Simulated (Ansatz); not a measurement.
# AlFH3P: up Jacob's ladder to CCSD(T)

One table from this session's results is given with a row withheld; the runs are named, their logs left out.

Program: Ansatz 0.2.0, Gaussian basis. Level of theory: functionals in def2-TZVPP, the program's frozen cores in correlated methods. These are calculated values, not measurements.

Levels to be run: LDA (SPW92), PBE-D4, revPBE-D4, BLYP-D4, r2SCAN-D4, B97M-V, PBE0-D4, B3LYP-D4, r2SCANh-D4, r2SCAN0-D4, HSE06-D4, BHLYP-D4, CAM-B3LYP-D4, LC-ωPBE, ωB97X-V, ωB97M-V, B2PLYP, PBE-QIDH; CCSD(T)/def2-SVP; CCSD(T)/def2-TZVPP; MP2/def2-QZVPP; extrapolation to the limit; RPA on PBE.

## The relaxed structure

All runs share one geometry, relaxed beforehand with PBE0-D4 in a triple-zeta def2 set.

SMILES `[F][AlH][PH2]`, 6 atoms, charge 0, spin multiplicity 1.

Atoms are counted from 1 here; the program's logs count them from 0.

Bond lengths: F1–Al2 1.651 Å, Al2–P3 2.314 Å, Al2–H4 1.578 Å, P3–H5 1.422 Å, P3–H6 1.421 Å. Angles: F1–Al2–P3 117.2°, F1–Al2–H4 117.2°, P3–Al2–H4 125.4°, Al2–P3–H5 91.6°, Al2–P3–H6 92.0°, H5–P3–H6 94.4°.

The first run:

Contents of in.yaml:

```yaml
crystal:
  periodic: [false, false, false]
  atoms:
    - {symbol: F, position_ang: [-1.538455, -1.294297, 0.938669]}
    - {symbol: Al, position_ang: [-0.479445, -0.790567, -0.223911]}
    - {symbol: P, position_ang: [1.247196, 0.596294, 0.445253]}
    - {symbol: H, position_ang: [-0.678858, -1.366517, -1.679058]}
    - {symbol: H, position_ang: [1.125754, 1.381103, -0.734839]}
    - {symbol: H, position_ang: [0.365808, 1.409984, 1.207786]}
basis:
  gaussian: {orbitals: def2-TZVPP}
hamiltonian: {xc: lda}
output: {orbitals: {seedname: orbitals}}
```

Command:

```sh
ansatz run in.yaml --threads 2 --pin off --events-out ev --progress --plain --max-ram 4352MiB
```

Steps of the session up to this table: LDA; PBE-D4 (GGA); revPBE-D4 (GGA); BLYP-D4 (GGA); r2SCAN-D4 (meta-GGA); B97M-V (meta-GGA); PBE0-D4 (hybrid); B3LYP-D4 (hybrid); r2SCANh-D4 (hybrid); r2SCAN0-D4 (hybrid); HSE06-D4 (hybrid); BHLYP-D4 (hybrid); CAM-B3LYP-D4 (range-separated); LC-ωPBE (range-separated); ωB97X-V (range-separated); ωB97M-V (range-separated); B2PLYP (double hybrid); PBE-QIDH (double hybrid).

One of the session's tables, all rows but one given; the rest of the session is left out.

It belongs to the step «Orbital energies across the functionals». 

| functional | HOMO (eV) | gap (eV) |
| --- | --- | --- |
| LDA (SPW92) | -6.62 | 4.39 |
| PBE-D4 | -6.51 | 4.51 |
| revPBE-D4 | -6.47 | 4.56 |
| BLYP-D4 | -6.35 | 4.45 |
| r2SCAN-D4 | ? | ? |
| B97M-V | -6.85 | 4.98 |
| PBE0-D4 | -7.61 | 6.35 |
| B3LYP-D4 | -7.38 | 5.92 |
| r2SCANh-D4 | -7.16 | 5.70 |
| r2SCAN0-D4 | -7.76 | 6.68 |
| HSE06-D4 | -7.21 | 5.59 |
| BHLYP-D4 | -8.56 | 8.06 |
| CAM-B3LYP-D4 | -8.85 | 8.52 |
| LC-ωPBE | -10.19 | 10.94 |
| ωB97X-V | -9.84 | 10.49 |
| ωB97M-V | -9.64 | 10.02 |

**Question.** Estimate the row for r2SCAN-D4.

Worked estimate for «HOMO (eV)». Against the share of exact exchange, r2SCANh-D4 (0.1, -7.16), r2SCAN0-D4 (0.25, -7.76) give a slope of -4.00 per unit share; at 0 the line stands at -6.76.

The run gave: HOMO (eV): -6.76; gap (eV): 5.05. In «HOMO (eV)» the line misses by 0.00.
